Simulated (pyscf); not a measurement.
O=MoH(OH)(OH)–OH → O=Mo(=O)(OH)–OH + H₂, an elimination (singlet surface; H–O, H–Mo broken, H–H formed). Structures and frequencies: ωB97X-D3(BJ)/def2-SVP in PySCF. Energies in eV from the reactant's lowest minimum found.

Small-basis levels: PySCF, no dispersion term, spherical d functions. 

### Question
Quick SVWN5/6-31G*+LANL2DZ single points give ΔE‡ = 1.25 eV and ΔE = -0.15 eV. What does ωB97M-D3(BJ)/def2-TZVP give, and how far is the quick result from it?

### Answer
ωB97M-D3(BJ)/def2-TZVP gives ΔE‡ = 1.33 eV and ΔE = -0.46 eV. SVWN5/6-31G*+LANL2DZ lies 0.09 eV under it in the barrier and 0.31 eV over it in the reaction energy, so on this step it does not hold to within 0.13 eV. ωB97M-D3(BJ)/def2-TZVP has limits of its own. On the reactant side the descent ends in a point that may be a rotor saddle (no frequency run), 0.20 eV over the lowest minimum found and 1.11 eV under the saddle at ωB97X-D3(BJ)/def2-TZVP. At the saddle there is also a short H–Mo contact that neither side keeps. This is the saddle that the search found; another between the same sides may lie lower. In the def2 sets elements past Kr carry core potentials, without spin-orbit coupling.
